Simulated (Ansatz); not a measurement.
**BeN (sextet): the correlation ladder, def2-QZVPP**

One table from this session's results is given with a row withheld; the runs are named, their logs left out.

Program: Ansatz 0.2.0, Gaussian basis. Level of theory: def2-QZVPP, core rule «outside noble gas», up to 2 orbitals frozen. These are calculated values, not measurements.

To be run: UHF; ROHF; CCSD(T) on UHF.

## What is computed

The geometry is a PBE0/def2-TZVP stationary point (not a proven minimum) of the parent state, kept for this charge and spin.

2 atoms, charge 0, spin multiplicity 6.

Atoms are counted from 1 here; the program's logs count them from 0.

Bond lengths: N1–Be2 1.605 Å.

The first run:

in.yaml

```yaml
crystal:
  periodic: [false, false, false]
  atoms:
    - {symbol: N, position_ang: [0.000000, 0.000000, 0.000000]}
    - {symbol: Be, position_ang: [0.000000, 0.000000, 1.604700]}
basis:
  gaussian: {orbitals: "def2-QZVPP.json"}
magnetization: {spin_polarized: true, initial_magnetization: 5}
hamiltonian: {xc: hf}
output: {orbitals: {seedname: orbitals}}
```

On the command line:

```sh
$ ansatz run in.yaml --threads 1 --pin off --events-out ev --progress --plain --max-ram 2393MiB
```

Among the steps run: UHF; ROHF; CCSD(T) on UHF.

One of the session's tables, all rows but one given; the rest of the session is left out.

| method | from UCCSD(T) (kJ/mol) |
| --- | --- |
| ROHF | ? |
| UHF | +346.2 |
| UMP2 | +54.7 |
| UCCSD | +8.8 |
| UCCSD(T) | 0 |

**Question.** Estimate the row for ROHF.

As computed: from UCCSD(T) (kJ/mol): +354.3. In the column «from UCCSD(T) (kJ/mol)» it is the highest.
